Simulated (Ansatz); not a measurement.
Os: from a trial structure to a relaxed crystal

Theory: DFT PBEsol, scalar-relativistic, plane waves, PAW (Ansatz 0.2.0).

The start puts Os on the samarium (9R) structure type (R-3m, No. 166), at a guessed volume.

Input of the last, converged step (default PAW datasets):

```yaml
crystal:
  lattice:
    - [1.362159661, 0.7864432469, 6.4973632695]
    - [-1.362159661, 0.7864432469, 6.4973632695]
    - [0.0, -1.5728864939, 6.4973632695]
  atoms:
    - { symbol: Os, position: [0.0, 0.0, 0.0] }
    - { symbol: Os, position: [0.2206800165, 0.2206800165, 0.2206800165] }
    - { symbol: Os, position: [0.7793199835, 0.7793199835, 0.7793199835] }
basis:
  ecutwfc: 420
kpoints:
  mp_grid: { grid: [21, 21, 21] }
hamiltonian:
  xc: pbesol
scf:
  occupations: { method: gaussian, width: 0.1 }
output:
  forces: true
  stress: true
  eigenvalues: true
relax:
  adjacent_minimum: "off"
  f_tol: 0.01
  max_steps: 80
  cell: { stress_tol: 0.05 }
```

It can be run as:

```bash
ansatz run input.yaml --threads 1 --pin off --backend cpu --events-out ev --progress --plain --runs-dir out  # memory cap (--max-ram) not shown
```

The program printed at the end:

```
SCF converged after 7 iterations
Free energy (F): -33753.041707 eV
Harris-Foulkes:  -33753.041707 eV  (|F-HF|=1.46e-11)
Internal energy: -33753.032537 eV  (E = F + TS)
E sigma→0 (E₀):  -33753.037122 eV
Entropy (-TS):   -0.009171 eV (-3.057 meV/atom)
Fermi energy:    26.057263 eV
--- Per-component energies (eV) ---
  E_band       = -196.216092
  E_kinetic    = 1687.247949
  E_local      = -2347.930470  (includes V_loc(G=0)·N_el)
  E_nonlocal   = 4.157068
  E_hartree    = 974.390296
  E_xc         = -796.315482
  E_vxc        = -852.109893  (∫ρ·V_xc dr)
  E_paw        = -26639.933146  (= ΣΔE_a)
  E_vpaw       = -636.361095  (= ΣTr[D̂ρ^β])
  E_aug_tail   = -0.000242  (compensation charges beyond the density's cutoff)
  E_ewald      = -6635.392308
  E_core_change = 0.743799  (= ΣΔE_core)
  E_smearing   = -0.009171  (= −TS)
  E_closure    = 0.000000  (closes the sum)
  Σ components = -33753.041707   (vs F -33753.041707, Δ=0.00e0)
--- Forces (eV/Å), atoms counted from 1 ---
  atom   1  Os     0.00000000     0.00000000     0.00000000
  atom   2  Os     0.00000000     0.00000000     0.00196523
  atom   3  Os     0.00000000     0.00000000    -0.00196523
  max |Σ_I F_I| component: 4.63e-18 eV/Å
--- Stress (GPa, compression-positive) ---
       -0.003763       0.000000       0.000000
        0.000000      -0.003763       0.000000
        0.000000       0.000000      -0.015852
  P = ⅓ Tr σ = -0.0078 GPa (-0.078 kbar)
--- Relaxed structure (3 steps of the walk, 2 accepted, 1 SCFs on fresh bases) ---
  F+E_penalty+E_count = -33753.04170721 eV   max|allowed force component| = 1.965e-3 eV/Å   (the final SCF, on the basis selected at the relaxed cell)
  cell:  # Å, volume = 41.7663 Å³
    - [1.361470, 0.786045, 6.504586]
    - [-1.361470, 0.786045, 6.504586]
    - [0.000000, -1.572090, 6.504586]
  atoms:
    - { symbol: Os, position: [0.000000, 0.000000, 0.000000] }
    - { symbol: Os, position: [0.220738, 0.220738, 0.220738] }
    - { symbol: Os, position: [0.779262, 0.779262, 0.779262] }
```

Total energies depend on the potentials used, so only differences within one code and one set of settings carry meaning.

The result has space group R-3m (No. 166). Os on Wyckoff site a (1 atom of the primitive cell) is coordinated by 12 Os at 2.70–2.72 Å; Os on Wyckoff site c (2 atoms of the primitive cell) has 12 Os at 2.63–2.72 Å.

It lies 0.05 eV/atom above the element's standard state at the same level.

The k mesh leaves about 4 meV/atom of noise in metals. Spin–orbit coupling is left out.

A structure relaxed within its symmetry needn't be a true minimum.